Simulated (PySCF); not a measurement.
HO2, optimised at GFN2-xTB:

```xyz
3

O      0.0276     0.0176     0.0502
O      0.5005     0.2242    -1.1454
H     -0.5483    -0.7795     0.0237
```

Energies from PySCF (xtb for GFN2), thermal terms from the rigid-rotor harmonic-oscillator model, ideal gas at 1 bar. 6-31G* has spherical d functions here. Open shells (unrestricted): HO2 (multiplicity 2). GFN2 has no spin-polarisation term. B3LYP is the form with VWN-RPA correlation.

### Question
List the harmonic frequencies (cm⁻¹, unscaled) at this level and at the other levels, each on its own geometry.

### Answer
- GFN2-xTB: 1281, 1326, 3221
- B3LYP/6-31G*: 1175, 1457, 3522
- HF/6-31G*: 1243, 1624, 4003
- PBE/def2-SVP: 1135, 1387, 3378
- PBE0/def2-TZVP: 1226, 1458, 3631
